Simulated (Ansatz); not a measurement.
The input, for Ansatz 0.2.0:

```yaml
crystal:
  periodic: [false, false, false]
  atoms:
    - {symbol: Al, position_ang: [0.000000, 0.000000, 0.000000]}
    - {symbol: O, position_ang: [0.000000, 0.000000, 4.839000]}
basis:
  gaussian: {orbitals: 6-31G}
magnetization: {spin_polarized: false, initial_magnetization: 3}
correlation: {method: bccd_t, electrons: outside_noble_gas}
```

```sh
$ ansatz run in.yaml --threads 1 --pin off --events-out ev --progress --plain --max-ram 2393MiB
```

Log:

```
213 factors; integrals over basis functions are off by at most 3.2e-4 eV
mean field evaluation 1: about -8611.1931 eV, gradient 1.4e1 eV
mean field evaluation 2: about -8611.1932 eV, gradient 1.4e1 eV
mean field evaluation 4: about -8615.8439 eV, gradient 6.1e0 eV
mean field evaluation 8: about -8616.0052 eV, gradient 1.2e-1 eV
mean field evaluation 16: about -8616.0056 eV, gradient 1.9e-1 eV
mean field evaluation 32: about -8616.0197 eV, gradient 4.8e-2 eV
mean field evaluation 64: about -8616.0149 eV, gradient 1.1e-1 eV
mean field evaluation 96: about -8616.0065 eV, gradient 2.8e-6 eV
mean field evaluation 128: about -8616.0049 eV, gradient 5.4e-7 eV
mean field evaluation 160: about -8616.0065 eV, gradient 1.6e-3 eV
...
mean field evaluation 1056: about -8616.0676 eV, gradient 7.9e-2 eV
mean field evaluation 1088: about -8616.0626 eV, gradient 9.2e-2 eV
mean field evaluation 1120: about -8616.0690 eV, gradient 4.4e-2 eV
mean field evaluation 1152: about -8616.0513 eV, gradient 2.0e-1 eV
determinant -8616.01982222 eV, -316.6328883184 hartree, with singles and doubles -8618.45059832 eV, -316.7222176926 hartree
determinant -8616.00654025 eV, -316.6324002153 hartree, with singles and doubles -8618.43362386 eV, -316.7215938927 hartree
determinant -8616.00489650 eV, -316.6323398085 hartree, with singles and doubles -8618.43105509 eV, -316.7214994923 hartree
determinant -8616.00358289 eV, -316.6322915341 hartree, with singles and doubles -8618.43051748 eV, -316.7214797354 hartree
determinant -8615.99391768 eV, -316.6319363444 hartree, with singles and doubles -8618.42238005 eV, -316.7211806902 hartree
determinant -8616.01982222 eV, -316.6328883184 hartree, with singles and doubles -8618.45074543 eV, -316.7222230989 hartree
determinant -8616.00654025 eV, -316.6324002153 hartree, with singles and doubles -8618.43372736 eV, -316.7215976963 hartree
determinant -8616.00489650 eV, -316.6323398085 hartree, with singles and doubles -8618.43119394 eV, -316.7215045949 hartree
determinant -8616.00358289 eV, -316.6322915341 hartree, with singles and doubles -8618.43063930 eV, -316.7214842121 hartree
determinant -8615.99391768 eV, -316.6319363444 hartree, with singles and doubles -8618.42251295 eV, -316.7211855744 hartree
6 core orbitals not correlated: weight in the atoms' cores, before any rotation towards them, 1.000 or more for the frozen orbitals, at most 0.000 for the correlated occupied ones
reference -8616.01982222 eV, -316.6328883184 hartree; 6, 3 occupied and 10, 13 virtual orbitals, 213 factors
second order -1.82388207 eV of doubles, -0.03280696 eV of singles
cycle   1  -2.43026898 eV  change    6.5e-4 eV  update   2.6e-3
cycle   2  -2.42917131 eV  change    1.1e-3 eV  update   6.6e-4
cycle   3  -2.42905542 eV  change    1.2e-4 eV  update   2.9e-4
cycle   4  -2.42909362 eV  change   -3.8e-5 eV  update   3.3e-5
cycle   5  -2.42908603 eV  change    7.6e-6 eV  update   1.3e-5
cycle   6  -2.42907881 eV  change    7.2e-6 eV  update   6.3e-6
perturbative correction -0.01425324 eV, -0.0005237970 hartree
Total energy: -8618.46315427 eV, -316.7226791153 hartree
```

For the same geometry and basis full CI lies 5.9 meV lower.

Ran on 1 thread of Arm Neoverse V2, shared host: 1.4 s wall, 0.07 GiB peak host memory.
